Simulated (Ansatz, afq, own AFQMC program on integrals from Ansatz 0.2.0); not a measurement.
# Atomization energy of BNH, doublet

```xyz
3

B     0.0000    0.0000    1.1532
N     0.0000    0.0000   -0.0803
H     0.0000    0.0000   -1.0729
```

Connectivity, by distances: B–NH.

Atoms in their ground-state spins without spin–orbit coupling (mostly on UHF) minus the molecule (UHF), without zero-point energy. The geometry is a stationary point, not shown to be a minimum.

Basis cc-pVTZ. Noble-gas cores (and the filled d shells of Ga–Kr and In–Xe) are frozen. Integrals, coupled cluster, full CI and functionals: Ansatz 0.2.0; the random walks run on the same integrals in our own AFQMC program. The CISD trial takes its coefficients from CCSD amplitudes. Released means that phaseless walkers are propagated on without the constraint, phases kept. Error bars are statistical, one sigma. The errors of all members are added in quadrature.

No full CI on the walks' own integrals is used here; CCSDT(Q) serves as the reference and is uncertain by about the last step of the cluster series. Each member takes its own surest rung, up to full CI.

The best estimate is CCSD(T) at the basis-set limit (CBS: def2-TZVPP and def2-QZVPP, with their diffuse functions for anions and beside diffuse sets, CCSD(T) itself extrapolated) plus the step from CCSD(T) to CCSDT(Q) in cc-pVTZ. Rows without CBS are in cc-pVTZ; B2PLYP and the wave-function rows carry a basis error of their own. Core correlation and relativity beyond core potentials are missing, and ± holds the sampling alone.

Cautions: BNH (doublet): unrestricted determinant slightly spin contaminated (⟨S²⟩ 0.84 against 0.75), the released energies have errors that jump between times, so the bars are unsure, so no released level is given (meV from the phaseless value at times in 1/Eh: 46 ± 56 at 0.24, -24 ± 3 at 0.50, -28 ± 3 at 1.00, -29 ± 4 at 1.50), though the last usable value meets CCSDT(Q) within the noise, its ph-AFQMC/CISD value lies 37 ± 5 meV above CCSDT(Q).

```
  level  atomization energy (kcal/mol)
wB97M-V                          237.8
   PBE0                          239.9
 r2SCAN                          241.5
```

Problem. From these cheaper values, estimate the atomization energy at the level of the best estimate.

Solution. 235.9 kcal/mol (best estimate, highest rung CCSDT(Q)).

| level | atomization energy (kcal/mol) | error against the best estimate (kcal/mol) |
| --- | --- | --- |
| HF | 154.9 | -81.0 |
| MP2 | 235.1 | -0.8 |
| CCSD | 219.0 | -16.9 |
| CCSD(T) | 225.3 | -10.6 |
| ph-AFQMC/CISD | 225.1 ± 0.1 | -10.8 ± 0.1 |
| HF/CBS | 156.4 | -79.5 |
| MP2/CBS | 245.0 | 9.1 |
| CCSD(T)/CBS | 235.4 | -0.5 |
| PBE | 250.9 | 15.0 |
| B3LYP | 240.4 | 4.5 |
| B2PLYP | 238.0 | 2.1 |
| surest rungs in cc-pVTZ | 225.8 | -10.1 |

Correlation beyond CCSD(T) adds 0.5 kcal/mol. Going to the basis-set limit adds 10.1 kcal/mol at CCSD(T). The perturbative (T) step is worth +6.3 kcal/mol. The functionals spread over 13.1 kcal/mol; wB97M-V and B2PLYP come nearest and PBE is 15.0 kcal/mol too high.

Best estimates are given only where the step beyond CCSD(T) is under 0.3 eV and no member's determinant is very poor (T1 over 0.05, or 0.07 for open shells, ⟨S²⟩ too high by 0.3, two states mixed), so the hardest cases are missing from such tables.

The functionals ran in a triple-zeta set and keep a basis error of their own, a few kJ/mol for each bond in atomization energies and more for double hybrids, so close places among them and the extrapolated levels can swap.

Each member of a difference takes its own highest rung, so a best estimate needn't equal the limit plus the step of one row. A walk keeps the symmetry of its determinant, which the program's search chose and which needn't be the lowest solution, so a lower state of the same spin and another symmetry isn't excluded.
